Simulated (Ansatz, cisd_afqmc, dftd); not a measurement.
Species: SO2, charge 0, singlet. SO2 (SMILES O=S=O).
B3LYP-D3(BJ)/def2-TZVP minimum from Ansatz (an electronic-structure program):
```xyz
3

S     -0.0171     0.0041     0.3653
O      0.0256     1.2345    -0.3789
O      0.0086    -1.2427    -0.3517
```

Wanted: atomisation energy (electronic, to ground-state atoms), in kcal/mol. Open shells are spin-unrestricted; no spin-orbit coupling. Correlated methods leave the cores frozen. Rows without X2C or -DK are non-relativistic. AFQMC is phaseless with a CISD trial state; ± is one standard error, without the phaseless bias. Outlying blocks are dropped, and bars are widened where a walk drifts. Over all cases where full CI ran beside it in this data, AFQMC minus full CI had a median of +0.1 mEh and passed +0.4 mEh in a tenth of the cases. CBS(X,Y): correlation extrapolated as X^-3, Hartree-Fock from the larger set (Q,5: extrapolated as (X+1)exp(-9√X)). A bracket is a step between two methods taken in the basis named. The functionals are non-relativistic, so their misses hold any scalar relativity. Double hybrids freeze cores in their MP2 part. '+ core + X2C': CCSD(T) terms for core correlation (cc-pwCVTZ, 1s frozen past Ne) and scalar relativity (cc-pVTZ-DK). The restricted determinant of O2S (O=S=O, singlet) is unstable towards broken spin symmetry in at least one set run.

```csv
level,program,atomisation energy (kcal/mol),difference against the last row
r2SCAN-D3(BJ)/def2-TZVPD,Ansatz + dftd3,260.9,0.6
r2SCAN-D4/def2-TZVPD,Ansatz + dftd4,260.9,0.6
PBE0/def2-TZVPD,Ansatz,251.9,-8.4
CAM-B3LYP-D3(BJ)/def2-TZVPD,Ansatz + dftd3,251.9,-8.4
wB97X-V/def2-TZVPD,Ansatz,255.5,-4.8
wB97M-V/def2-TZVPD,Ansatz,257.5,-2.8
B2GP-PLYP-D3(BJ)/def2-TZVPD,Ansatz + dftd3,251.4,-8.9
B2GP-PLYP-D4/def2-TZVPD,Ansatz + dftd4,251.2,-9.1
CCSD(T)/cc-pV(T+d)Z,Ansatz,241.2,-19.1
CCSD(T)/cc-pV(Q+d)Z,Ansatz,251.3,-9.0
"CCSD(T)/CBS(cc-pV(Q+d)Z,cc-pV(5+d)Z) + core + X2C",Ansatz,259.5,-0.8
CCSDT(Q)/cc-pV(D+d)Z,Ansatz,205.5,-54.8
CCSDT(Q)/cc-pV(T+d)Z,Ansatz,242.0,-18.3
AFQMC/CISD/cc-pV(D+d)Z,cisd_afqmc,205.3 ± 0.3,-55.0
AFQMC/CISD/cc-pV(T+d)Z,cisd_afqmc,241.7 ± 0.4,-18.6
"CCSD(T)/CBS(cc-pV(Q+d)Z,cc-pV(5+d)Z) + [AFQMC/CISD - CCSD(T)]/cc-pV(D+d)Z + core + X2C",Ansatz + cisd_afqmc,261.0 ± 0.3,0.7
"CCSD(T)/CBS(cc-pV(Q+d)Z,cc-pV(5+d)Z) + [AFQMC/CISD - CCSD(T)]/cc-pV(T+d)Z + core + X2C",Ansatz + cisd_afqmc,260.0 ± 0.4,-0.3
"CCSD(T)/CBS(cc-pV(Q+d)Z,cc-pV(5+d)Z) + [CCSDT(Q) - CCSD(T)]/cc-pV(T+d)Z + core + X2C",Ansatz,260.3,0.0
```
